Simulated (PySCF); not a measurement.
Can point charges reproduce the dipole moment of N-ethylisopropylamine, `CCNC(C)C`?

Coordinates (GFN2-xTB, Å) and charges (e) from the PBE0/pcSseg-1 density (PySCF):

```tsv
atom	x	y	z	Mulliken	IAO	Hirshfeld	ESP-fitted
C1	2.758	0.144	0.157	-0.2664	-0.4189	-0.1218	-0.4065
C2	1.354	0.690	-0.073	-0.0807	-0.1374	-0.0248	+0.3712
N3	0.371	-0.299	0.319	-0.4906	-0.4190	-0.1593	-0.8243
C4	-1.020	0.112	0.247	-0.1843	+0.0118	+0.0237	+0.5794
C5	-1.863	-0.923	0.991	-0.1989	-0.4204	-0.1249	-0.5830
C6	-1.547	0.294	-1.184	-0.2258	-0.4384	-0.1284	-0.6491
H7	2.938	-0.721	-0.478	+0.1030	+0.1332	+0.0377	+0.1050
H8	3.500	0.904	-0.072	+0.1096	+0.1404	+0.0415	+0.0889
H9	2.870	-0.161	1.194	+0.1152	+0.1471	+0.0382	+0.1094
H10	1.196	1.573	0.555	+0.1114	+0.1323	+0.0376	+0.0001
H11	1.261	1.008	-1.127	+0.0933	+0.0960	+0.0218	-0.0387
H12	0.503	-1.151	-0.219	+0.1658	+0.2256	+0.1009	+0.3507
H13	-1.091	1.071	0.775	+0.1115	+0.1273	+0.0368	+0.0139
H14	-1.834	-1.878	0.469	+0.0949	+0.1304	+0.0359	+0.1455
H15	-1.469	-1.068	1.993	+0.1176	+0.1488	+0.0372	+0.1381
H16	-2.896	-0.596	1.059	+0.1061	+0.1357	+0.0391	+0.1408
H17	-2.587	0.610	-1.164	+0.1070	+0.1388	+0.0397	+0.1491
H18	-1.481	-0.646	-1.731	+0.0950	+0.1305	+0.0344	+0.1688
H19	-0.972	1.047	-1.718	+0.1163	+0.1361	+0.0351	+0.1407
```

Problem. Form Σ q r in debye for every column and set it beside the full dipole.

Solution. The full density gives (-0.13, 0.20, -0.85) D, 0.89 D in size; dipole vectors point from the negative to the positive end.

| scheme | μx | μy | μz | size (D) | share of the full size (%) | angle to the full dipole (°) |
| --- | --- | --- | --- | --- | --- | --- |
| Mulliken | -0.35 | 0.54 | -0.86 | 1.07 | 121 | 21 |
| IAO | -0.12 | 0.37 | -0.42 | 0.58 | 65 | 28 |
| Hirshfeld | 0.03 | 0.05 | -0.19 | 0.20 | 23 | 17 |
| ESP-fitted | -0.14 | 0.20 | -0.88 | 0.91 | 103 | 0 |

Problem. Which set comes closest?

Solution. Length of the difference vector: ESP-fitted 0.03 D, Mulliken 0.41 D, IAO 0.47 D, Hirshfeld 0.70 D. Closest: ESP-fitted. ESP charges are fitted to the potential around the molecule, whose slowest-falling term is the dipole's. 

Problem. What is left for the Hirshfeld atoms' own dipoles?

Solution. The shares of the density sum to the whole, so what Σ q r misses lies in dipoles about the nuclei. The atomic dipoles sum to (-0.13, 0.20, -0.85) − (0.03, 0.05, -0.19) = (-0.16, 0.15, -0.66) D, 0.70 D in size.

Problem. With the origin at the mean of the coordinates, (-0.001, 0.000, 0.000) Å, which are the largest single terms, by size, of the ESP-fitted dipole along the direction of the full one?

Solution. C6 -4.48, C5 +2.47, N3 +1.70, H18 +1.41, H19 +1.37 D; all 19 atoms together +0.91 D. The single terms depend on the origin, their sum doesn't.

Problem. Give the size of the full dipole in other units.

Solution. 0.89 D = 0.349 au = 0.185 e·Å = 2.96 × 10⁻³⁰ C·m.

One conformer (not necessarily the lowest) at the GFN2-xTB geometry, without solvent, vibrations or thermal averaging.

The run behind these numbers computed NMR shieldings as well. Time: 16 s. Hardware: Arm Neoverse V2, one thread (shared host).

Shape of the structure used: `[CH3:1][CH2:2][NH:3][CH:4]([CH3:5])[CH3:6]`: C1–C2–N3–C4 176°, C2–N3–C4–C5 -167°.
